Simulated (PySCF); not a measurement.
Species: C₄H₇O (doublet state).
Bonds: C1–C2 (double), C2–O3, O3–C4, C4–C5. Hydrogens: H6, H7 on C1; H8 on C2; H9 on C4; H10, H11, H12 on C5.

Computed geometry: GFN2-xTB, gas phase. This method treats the open shell by occupation alone, without spin polarisation.

**Question.** Give the optimised bond lengths and angles.

**Answer.** 
| bond | length (Å) | order |
| --- | --- | --- |
| C1=C2 | 1.337 | double |
| C2–O3 | 1.342 | single |
| O3–C4 | 1.345 | single |
| C4–C5 | 1.479 | single |
| C1–H6 | 1.072 | single |
| C1–H7 | 1.074 | single |
| C2–H8 | 1.082 | single |
| C4–H9 | 1.075 | single |
| C5–H10, C5–H11, C5–H12 | 1.091 | single |

Bonds in one row agree within 0.01 Å and their mean is given. Orders are formal, as drawn. A selection of angles:
| angle | degrees |
| --- | --- |
| C2–C1–H6 | 119.7 |
| C2–C1–H7 | 123.5 |
| H6–C1–H7 | 116.8 |
| C1–C2–O3 | 129.1 |
| C1–C2–H8 | 121.3 |
| O3–C2–H8 | 109.6 |
| C2–O3–C4 | 123.5 |
| O3–C4–C5 | 117.1 |
| O3–C4–H9 | 120.7 |
| C5–C4–H9 | 122.0 |
| C4–C5–H10 | 111.6 |
| C4–C5–H12 | 109.4 |
| H10–C5–H11 | 107.0 |
| H10–C5–H12 | 108.6 |

Dihedral angles: C1–C2–O3–C4 0° (synperiplanar); C2–O3–C4–C5 179° (antiperiplanar). The mirror-image conformer, all signs reversed, is as good.

Of the pairs four or more bonds apart, H7···H9 is among the closest relative to their van der Waals radii: 2.14 Å, 89 % of the sum of Bondi's values. The 5 heavy atoms lie in one plane (0.010 Å rms). C1 (carbon bonded to C and 2 H) is planar (angles 123.5°, 119.7° and 116.8°, sum 360.0°, 0.00 Å off the plane of its three neighbours). The C–C distances run from 1.337 Å (C1=C2, drawn double) to 1.479 Å (C4–C5, drawn single), a spread of 0.142 Å. C4 (carbon bonded to C, O and H) is planar (angles 122.0°, 120.7° and 117.1°, sum 359.9°, 0.03 Å off the plane of its three neighbours). C2 (carbon bonded to C, O and H) is planar (angles 129.1°, 121.3° and 109.6°, sum 360.0°, 0.00 Å off the plane of its three neighbours).

Point group: near Cs, missed by 0.18 Å at most; the miss may be what the optimiser left on a soft mode. No GFN2-xTB frequencies stand behind this structure, so it isn't proved a minimum.
